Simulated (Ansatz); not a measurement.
`CSC` + `[SiH3]`• → `[CH2]SC`• + SiH₄  (hydrogen abstraction from a C–H bond)

Gas-phase electronic energies from Ansatz, PBE0-D4/def2-TZVP geometries. CBS: MP2 limit from def2 TZ/QZ plus the TZ coupled-cluster correction, frozen cores. This one scheme is used for every species. DFT in def2-TZVPP. No spin–orbit coupling; open shells (•) take unrestricted orbitals.

(1) Is it downhill or uphill in electronic energy at CCSD(T)/CBS, and by how much? (Estimate.)

(2) What do these levels give: PBE0-D4, r2SCANh-D4, revPBE, HF/def2-SVP, CCSD/def2-TZVPP, CCSD/CBS(def2)? (Best estimate.)

(3) What do rigid-rotor, harmonic-oscillator terms from PBE0-D4/def2-TZVP frequencies (298.15 K, 1 bar) make of the CCSD(T)/CBS value? (An estimate is asked.)

Largest T1 diagnostic among the species: 0.018.

Results:

(1) Computed: Uphill: ΔE = +0.20 eV.

(2) Ansatz gave: PBE0-D4 0.22, r2SCANh-D4 0.16, revPBE 0.20, HF/def2-SVP 0.20, CCSD/def2-TZVPP 0.21, CCSD/CBS(def2) 0.19 eV.

(3) The calculation gave: ΔZPE = -0.12 eV, ΔH = +0.09 eV, ΔS = 6 J/(mol·K), ΔG = +0.07 eV. Open shells count their whole term as degenerate.

At CCSD(T), def2-SVP lies +0.11 eV from the extrapolated value and def2-TZVPP +0.01 eV. Leaving LDA and LC-ωPBE aside and taking each functional with its dispersion term where it has one, the values, not all of them listed here, spread over 0.14 eV, from BLYP-D4 to PBE-QIDH.
